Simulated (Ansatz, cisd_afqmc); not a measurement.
System: F, charge -1, singlet.

Total energies in aug-cc-pVDZ, 8 correlated electrons, 1 frozen orbitals. Open shells are spin-unrestricted; no spin-orbit coupling. Correlated methods leave the cores frozen. No relativity. AFQMC is phaseless with a CISD trial state; ± is one standard error, without the phaseless bias. Outlying blocks are dropped, and bars are widened where a walk drifts. Over all cases where full CI ran beside it in this data, AFQMC minus full CI had a median of +0.1 mEh and passed +0.4 mEh in a tenth of the cases.

```
method         program        energy (Eh)  error against FCI (mEh)
----------  ----------  -----------------  -----------------------
HF              Ansatz          -99.42828                   241.09
MP2             Ansatz          -99.66595                     3.42
CCSD            Ansatz          -99.66269                     6.68
CCSD(T)         Ansatz          -99.66863                     0.74
CCSDT(Q)        Ansatz          -99.66950                    -0.13
CCSDTQ          Ansatz          -99.66942                    -0.05
AFQMC/CISD  cisd_afqmc  -99.6696 ± 0.0003               -0.3 ± 0.3
FCI             Ansatz          -99.66937                     0.00
```

Ansatz is a first-principles code.
